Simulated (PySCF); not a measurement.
# Excited states of SMILES O=C/C=C(/[O-])Cl, [C3H2ClO2]-, charge -1

Method used: TDA B3LYP/def2-SVPD excited states, vertical, gas phase in PySCF 2.14.0. Geometry: GFN2-xTB.

Input:
```
{"job": {"kind": "states", "xc": "B3LYP", "basis": "def2-SVPD", "tda": true, "soc": true, "nstates": 5, "ntriplets": 5, "nquad": 4}, "charge": -1, "multiplicity": 1}
O     -2.202048    -0.941160     0.148383
C     -1.241640    -0.174847     0.045833
C      0.113134    -0.545756     0.050704
C      1.223905     0.251731    -0.058972
O      2.408481     0.027274    -0.065345
Cl     0.806307     2.082798    -0.237341
H     -1.435986     0.910969    -0.061256
H      0.336904    -1.601596     0.153429
```
Coordinates are in Å.

Command: `OMP_NUM_THREADS=1 python excited_run.py task.json out`

Task: What does the run print?

Result: H and L stand for HOMO and LUMO.
```
coarse grid: 8296 points
cycle   1  E = -725.5960092971  dE =  8.983e-01  |g| = 1.091e+00  |ddm| = 4.479e+00
cycle   2  E = -724.4576179871  dE =  1.138e+00  |g| = 2.613e+00  |ddm| = 4.994e+00
cycle   3  E = -725.8201696417  dE = -1.363e+00  |g| = 2.562e-01  |ddm| = 4.214e+00
cycle   4  E = -725.8348712330  dE = -1.470e-02  |g| = 1.112e-01  |ddm| = 6.142e-01
cycle   5  E = -725.8371586835  dE = -2.287e-03  |g| = 5.360e-02  |ddm| = 1.869e-01
cycle   6  E = -725.8378308346  dE = -6.722e-04  |g| = 1.602e-02  |ddm| = 8.911e-02
cycle   7  E = -725.8378832879  dE = -5.245e-05  |g| = 4.742e-03  |ddm| = 2.245e-02
cycle   8  E = -725.8378880251  dE = -4.737e-06  |g| = 9.712e-04  |ddm| = 8.155e-03
final grid: 78536 points
cycle   9  E = -725.9411990161  dE = -1.792e-05  |g| = 5.050e-03  |ddm| = 1.143e-01
cycle  10  E = -725.9411809027  dE =  1.811e-05  |g| = 1.062e-02  |ddm| = 1.961e-02
cycle  11  E = -725.9412041772  dE = -2.327e-05  |g| = 9.677e-04  |ddm| = 1.346e-02
cycle  12  E = -725.9412043769  dE = -1.997e-07  |g| = 1.886e-04  |ddm| = 1.478e-03
cycle  13  E = -725.9412043852  dE = -8.225e-09  |g| = 7.294e-05  |ddm| = 4.784e-04
cycle  14  E = -725.9412043860  dE = -8.379e-10  |g| = 3.668e-05  |ddm| = 1.399e-04
cycle  15  E = -725.9412043863  dE = -2.694e-10  |g| = 1.169e-05  |ddm| = 5.942e-05
converged SCF energy = -725.9412043863

Singlet excitations
state   eV       nm        f     d(h-e)  d(exc)  Lambda  PR(NTO)  |dmu|/D   mu/D   main configurations
  1   4.3510   285.0   0.00036   1.442   2.831   0.439   1.003    3.285    2.047   H-1->L 0.98
  2   4.8229   257.1   0.00009   2.150   3.966   0.295   1.006    7.239    5.400   H->L+1 0.95
  3   5.5153   224.8   0.47329   0.660   3.174   0.591   1.630    1.971    1.012   H->L 0.72, H-1->L+1 0.10
  4   5.5284   224.3   0.03526   2.882   4.521   0.257   1.181    8.429    6.504   H-1->L+1 0.87
  5   5.5758   222.4   0.00028   1.642   3.113   0.362   1.023                     H-2->L 0.97

Triplet excitations (Tamm-Dancoff)
state   eV     d(h-e)  d(exc)  Lambda  PR(NTO)   main configurations
  1   3.4490   0.379   2.726   0.692   1.009   H->L 0.99
  2   3.9230   1.357   2.745   0.436   1.005   H-1->L 0.96
  3   4.7026   2.009   3.847   0.295   1.007   H->L+1 0.92
  4   5.3024   1.577   3.034   0.361   1.025   H-2->L 0.94
  5   5.4428   2.877   4.487   0.223   1.017   H-1->L+1 0.93
S1 - T1 = 0.9020 eV

Spin-orbit couplings |<S|Hso|T>| (cm-1)
             T1       T2       T3       T4       T5
S0        0.229   48.822   16.229   39.973   18.387
S1       26.259    0.125    1.634   28.919    6.099
S2        2.401    1.283    0.218    1.041   23.338
S3        0.104   23.852   19.863   57.454   11.839
S4        0.473   11.992   33.091   20.209   10.917
S5       41.821   27.212    1.050    5.577    0.237
T1 sublevels (cm-1): 0.000 0.008 0.093   radiative rates (1/s): 0.00812 0.339 0.677
```

For a gas-phase anion, states above the detachment energy (about 1.8 eV, taken as minus the energy of the highest occupied orbital) lie in the continuum and depend on the basis.

It took 10 s wall time on 1 thread of an Arm Neoverse V2, shared host, peak memory 0.53 GiB.
